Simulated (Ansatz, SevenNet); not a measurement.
Polycrystal shear modulus (GPa) of solids drawn from the class of tetrahedrally bonded semiconductors and semimetals, at two levels: the machine-learned potential SevenNet-0 (trained on PBE and PBE+U data), and r²SCAN (Ansatz, an electronic-structure program, plane waves, PAW).

```json
[
 {"solid": "zinc-blende ZnSe", "SevenNet-0": "22.3", "r²SCAN": "30.1", "shift (%)": "+35"},
 {"solid": "wurtzite CdS", "SevenNet-0": "13.6", "r²SCAN": "16.9", "shift (%)": "+24"},
 {"solid": "zinc-blende InAs", "SevenNet-0": "16.3", "r²SCAN": "28.9", "shift (%)": "+77"},
 {"solid": "zinc-blende GaAs", "SevenNet-0": "26.4", "r²SCAN": "47.7", "shift (%)": "+81"},
 {"solid": "zinc-blende CdTe", "SevenNet-0": "10.0", "r²SCAN": "14.1", "shift (%)": "+41"},
 {"solid": "zinc-blende BP", "SevenNet-0": "68.9", "r²SCAN": "174", "shift (%)": "+153"},
 {"solid": "wurtzite AlN", "SevenNet-0": "101", "r²SCAN": "133", "shift (%)": "+32"},
 {"solid": "wurtzite GaN", "SevenNet-0": "87.3", "r²SCAN": "114", "shift (%)": "+31"},
 {"solid": "2H-SiC", "SevenNet-0": "125", "r²SCAN": "201", "shift (%)": "+61"},
 {"solid": "3C-SiC", "SevenNet-0": "119", "r²SCAN": "203", "shift (%)": "+71"}
]
```

The shifts run from +24 % to +153 %, with a median of +51 %.

Over all 10 rows r²SCAN is the larger in 10.

Ansatz's runs of these crystals have no spin polarisation.

Spin–orbit coupling is left out, also for the solids with elements from indium on (zinc-blende InAs, zinc-blende CdTe); its size isn't shown.

Each level is taken at its own relaxed cell. Ansatz's density-functional and Hartree–Fock values are scalar-relativistic unless marked +SOC, with PAW data made under PBE.
